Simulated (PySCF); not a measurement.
## How good is the calculation?

Geometry (Å), atoms numbered from 1 in this order:
```xyz
6

C    -0.362    0.008    0.014
O     0.906   -0.434   -0.405
H    -0.492   -0.103    1.096
H    -1.092   -0.619   -0.494
H    -0.539    1.053   -0.261
H     1.582    0.097    0.028
```

Single conformer, rapidly exchanging positions averaged, in vacuum, non-relativistic. NMR shieldings at PBE0/pcSseg-1/GIAO; GFN2-xTB geometry; PySCF 2.14.0 with density-fitted response routines.

Reference values: measured (gas, 300 K; A. A. Auer, PhD thesis, Mainz 2002 (Auer, Gauss, Stanton, JCP 2003, 118, 10407)).
```json
{"atoms": "C1", "quantity": "σ $^{13}$C", "reference": "136.5", "computed": "132.5"}
```

Reference values: measured (neat liquid; Olsson, Cremer, J. Phys. Chem. 1996, 100, 16881).
```tsv
atoms	quantity	reference	computed
O2	δ $^{17}$O vs H2O (gas)	-0.9	4.3
```

Absolute shieldings are compared as such; zero-point and thermal motion, absent here, lowers them by some tenths of a ppm for H, a few ppm for C and up to about 10 ppm for F.

Computed shifts are σ(ref) − σ with the named reference compound (TMS for H and C) calculated as an isolated molecule at the same level. The measured values may be among those fitted. Shieldings were converted by a linear fit to measured shifts: $^{17}$O (scatter 11.6 ppm rms vs liquid water, solution or neat liquid). A few per cent of atoms miss by over 2 rms, more outside the fitted compound classes.

2 of the 41 published NMR values on file for this molecule are compared. The rest: values from further sources, exchangeable protons in solution, protons in aromatic solvents.
